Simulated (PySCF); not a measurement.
Potential energy curve for SO, triplet.

Level of theory: CCSD(T) on UHF/cc-pVDZ, 6 core orbitals frozen in PySCF 2.14.0.

Task: Relative to R = 1.51 Å, what are the energies at R = 1.25, 1.48, 1.58, 1.84 Å?

Result: 125.9 mEh at 1.25 Å, 2.3 mEh at 1.48 Å, 1.5 mEh at 1.58 Å, 45.0 mEh at 1.84 Å.

The scan ran from 1.18 to 5.96 Å; beyond the distances shown one of the unrestricted levels run for this scan, shown here or not, changes its spin distribution in one step.
